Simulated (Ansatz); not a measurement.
Geometry optimisation, RKS r2SCAN/def2-SVP (Ansatz).

Input file:

```yaml
crystal:
  periodic: [false, false, false]
  atoms:
    - { symbol: C, position_ang: [1.21965, 0.10651, -0.60372] }
    - { symbol: "N", position_ang: [0.38759, -0.21248, 0.55496] }
    - { symbol: Al, position_ang: [-1.60191, 0.06287, 0.17302] }
    - { symbol: H, position_ang: [2.28641, -0.02749, -0.4078] }
    - { symbol: H, position_ang: [0.91944, -0.53185, -1.43282] }
    - { symbol: H, position_ang: [1.03005, 1.13874, -0.89311] }
    - { symbol: H, position_ang: [0.64893, 0.37203, 1.34793] }
    - { symbol: H, position_ang: [0.53998, -1.1781, 0.8429] }
    - { symbol: H, position_ang: [-2.0979, -0.37776, 1.59895] }
    - { symbol: H, position_ang: [-1.56846, 1.59752, -0.16325] }
    - { symbol: H, position_ang: [-1.76377, -0.94999, -1.01706] }
basis:
  gaussian: { orbitals: def2-SVP }
hamiltonian:
  xc: r2scan
relax:
  f_tol: 0.015
  max_steps: 40
```

Command:

```bash
$ ansatz run input.yaml --threads 2 --pin off --max-ram 3072MiB --backend cpu --events-out ev --progress --plain --runs-dir out
```

Question: Where does it end, and by what steps?

Answer: It converged. After 4 steps the energy has fallen by 0.053 eV; H9 moved furthest, 0.09 Å.

```
step  energy less start (eV)  largest force component (eV/Å)  accepted
   0                  0.0000                           0.478       yes
   1                 -0.0474                           0.123       yes
   2                 -0.0525                           0.049       yes
   3                 -0.0527                           0.020       yes
   4                 -0.0528                           0.005       yes
```

```xyz
11
Properties=species:S:1:pos:R:3
C 1.260 0.109 -0.619
N 0.398 -0.206 0.537
Al -1.620 0.054 0.201
H 2.329 -0.040 -0.398
H 0.968 -0.532 -1.462
H 1.089 1.154 -0.912
H 0.659 0.371 1.342
H 0.545 -1.174 0.837
H -2.181 -0.384 1.643
H -1.627 1.623 -0.152
H -1.819 -0.975 -1.018
```

Whether the end is a true minimum wasn't checked by a vibrational analysis.

The run took 8.5 s on 2 threads of INTEL(R) XEON(R) PLATINUM 8581C CPU @ 2.10GHz (Emerald Rapids), on a shared host, peak memory 0.16 GiB.
